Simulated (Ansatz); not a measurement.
# CHP: the cost of one run

Program: Ansatz 0.2.0, Gaussian basis. Level of theory: the settings change from run to run. These are calculated values, not measurements.

9 further runs of the same task are left out: 8 that didn't finish, 1 set aside as unsound or not needed.

### Step 1. The system

The geometry derives from a PBE0/def2-TZVP stationary point (not a proven minimum). All distances are scaled together.

3 atoms, charge 0, spin multiplicity 1.

Atoms are counted from 1 here; the program's logs count them from 0.

No contacts short enough for the rule that draws bonds.

### Step 2. MRCISD+Q(relaxed)(2,9)/6-31G

File in.yaml:

```yaml
crystal:
  periodic: [false, false, false]
  atoms:
    - {symbol: C, position_ang: [0.000000, 0.000000, 0.225552]}
    - {symbol: P, position_ang: [0.000000, 0.000000, -2.039736]}
    - {symbol: H, position_ang: [0.000000, 0.000000, 1.814184]}
basis:
  gaussian: {orbitals: 6-31G}
correlation: {method: fic_mrcisd_q_relaxed, electrons: valence, active_space: {window: {electrons: 2, orbitals: 9}, states: [{multiplicity: 1, weights: [0.5, 1]}, {multiplicity: 3, weights: [1]}]}}
```

Run with:

```
$ ansatz run in.yaml --threads 1 --pin off --events-out ev --progress --plain --max-ram 2393MiB
```

**Question.** How long does this run take on 1 thread of Arm Neoverse V1, shared host, and how much memory does it need?

About 14 s, with a peak of 0.31 GiB.
